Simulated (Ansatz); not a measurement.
hcp Be was calculated with BLYP (Ansatz, a program for electronic structure, PAW).

Numerical settings: plane-wave cutoff 520 eV, 30×30×16 k mesh (along the axes of the cell as run), Fermi–Dirac smearing 0.05 eV, scalar-relativistic PAW data made under PBE.

Results at a series of volumes:

| V (Å³/atom) | E − E_lowest (meV/atom) | P (GPa) |
|---|---|---|
| 7.611 | 5.04 | 5.25 |
| 7.770 | 1.22 | 2.51 |
| 7.929 | 0.00 | 0.00 |
| 8.087 | 1.15 | -2.30 |
| 8.246 | 4.48 | -4.40 |

**Question.** Estimate the bulk modulus and its pressure derivative from these points.

**Answer.** V0 = 7.929 Å³/atom, B0 = 120 GPa, B′ = 3.4 (fit to the energies at full precision).

Shape and atoms are relaxed at each volume.

Measured, for comparison: bulk modulus 117 GPa (room temperature, no zero-point or thermal correction, our sources range from 97.2 to 117; as tabulated in arXiv:2410.04971). Computed (rounded) less measured: bulk modulus not scored (sources differ). A static lattice is as a rule a little smaller and stiffer than an uncorrected measurement, which narrows the difference in the bulk modulus and would widen misses of the other sign.

Note: the bulk modulus comes from volumes at which shape and atoms were relaxed.

Computed values are for the static lattice.

Cost on a shared machine: about 2.9 core-minutes (a rough figure).
